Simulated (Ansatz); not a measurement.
in.yaml

```yaml
crystal:
  periodic: [false, false, false]
  atoms:
    - {symbol: Ge, position_ang: [-0.044301, 0.000000, 0.472413]}
    - {symbol: N, position_ang: [0.124300, 0.000001, -2.586945]}
    - {symbol: H, position_ang: [0.732691, -1.258240, 0.951689]}
    - {symbol: H, position_ang: [0.732690, 1.258240, 0.951690]}
basis:
  gaussian: {orbitals: STO-3G}
magnetization: {spin_polarized: false, initial_magnetization: 3}
correlation: {method: fic_mrcisd_q, electrons: valence, active_space: {window: {electrons: 7, orbitals: 5}}}
```

```sh
$ ansatz run in.yaml --threads 1 --pin off --events-out ev --progress --plain --max-ram 2393MiB
```

Log:

```
263 factors; integrals over basis functions are off by at most 3.0e-5 eV
mean field evaluation 1: about -57316.9467 eV, gradient 1.1e1 eV
mean field evaluation 2: about -57316.9524 eV, gradient 1.1e1 eV
mean field evaluation 4: about -57313.8845 eV, gradient 1.2e1 eV
mean field evaluation 8: about -57321.7406 eV, gradient 1.9e-1 eV
mean field evaluation 16: about -57316.8445 eV, gradient 4.1e-1 eV
mean field -57321.73872155 eV, -2106.5350439468 hartree, gradient 1.8e-6 eV, S^2 3.750000; 1 other end points of the search recorded, 0 dependent functions left out
reference -57321.73872155 eV, -2106.5350439468 hartree; 22, 19 occupied and 3, 6 virtual orbitals, 263 factors
state -57321.73872474 eV, -2106.5350440642 hartree
contracted CI cycle   1: correlation 0.00000000 eV, 0.0000000000 hartree, residual 6.36e0 eV
contracted CI cycle   2: correlation -1.22370833 eV, -0.0449704517 hartree, residual 1.73e0 eV
contracted CI cycle   3: correlation -1.32422477 eV, -0.0486643626 hartree, residual 8.02e-1 eV
contracted CI cycle   4: correlation -1.35027676 eV, -0.0496217556 hartree, residual 4.62e-1 eV
contracted CI cycle   5: correlation -1.35829692 eV, -0.0499164911 hartree, residual 2.60e-1 eV
contracted CI cycle   6: correlation -1.36095672 eV, -0.0500142371 hartree, residual 1.29e-1 eV
contracted CI cycle   7: correlation -1.36166156 eV, -0.0500401394 hartree, residual 7.01e-2 eV
contracted CI cycle   8: correlation -1.36188713 eV, -0.0500484289 hartree, residual 4.76e-2 eV
contracted CI cycle   9: correlation -1.36202108 eV, -0.0500533514 hartree, residual 4.30e-2 eV
contracted CI cycle  10: correlation -1.36210011 eV, -0.0500562559 hartree, residual 1.78e-2 eV
contracted CI cycle  11: correlation -1.36210934 eV, -0.0500565951 hartree, residual 6.55e-3 eV
contracted CI cycle  12: correlation -1.36211096 eV, -0.0500566545 hartree, residual 3.14e-3 eV
contracted CI cycle  13: correlation -1.36211133 eV, -0.0500566680 hartree, residual 1.44e-3 eV
state -57321.73872474 eV, -2106.5350440642 hartree; corrected -57323.18668750 eV, -2106.5882557140 hartree
WARN: 2 active orbitals are nearly empty or full. The corrections depend on them more than the energy does, and are more stable in an active space without them
Total energy: -57323.18668750 eV, -2106.5882557140 hartree
```

Ran on 1 thread of Arm Neoverse V1, shared host: 1.1 s wall, 0.08 GiB peak host memory.
